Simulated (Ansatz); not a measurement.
`SCCS` and `CCS` differ in one atom or group.

Ansatz, PBE0-D4/def2-TZVP geometries, multiplicity 1. Each molecule was computed in one conformer, which needn't be the lowest.

| property | `SCCS` |
| --- | --- |
| LUMO energy (B3LYP/def2-TZVPP) / eV | 0.04 |
| size of the dipole moment (B3LYP/def2-TZVPP) / D | 1.10 |
| LUMO energy (PBE/def2-TZVPP) / eV | -0.62 |
| LUMO energy (ωB97M-V/def2-TZVPP) / eV | 2.08 |
| size of the dipole moment (ωB97M-V/def2-TZVPP) / D | 1.09 |
| HOMO energy (B3LYP/def2-TZVPP) / eV | -6.70 |

Q: Give the same properties after the change, and the shifts. (Best estimate.)

A: The calculation gave: 
| property | `CCS` | shift |
| --- | --- | --- |
| LUMO energy (B3LYP/def2-TZVPP) / eV | 0.21 | 0.17 |
| size of the dipole moment (B3LYP/def2-TZVPP) / D | 1.61 | 0.51 |
| LUMO energy (PBE/def2-TZVPP) / eV | -0.41 | 0.21 |
| LUMO energy (ωB97M-V/def2-TZVPP) / eV | 2.22 | 0.14 |
| size of the dipole moment (ωB97M-V/def2-TZVPP) / D | 1.60 | 0.51 |
| HOMO energy (B3LYP/def2-TZVPP) / eV | -6.52 | 0.18 |

Dipoles are sizes alone; their direction can turn.

B3LYP here is the variant with VWN-RPA as its local correlation; programs differ in this.
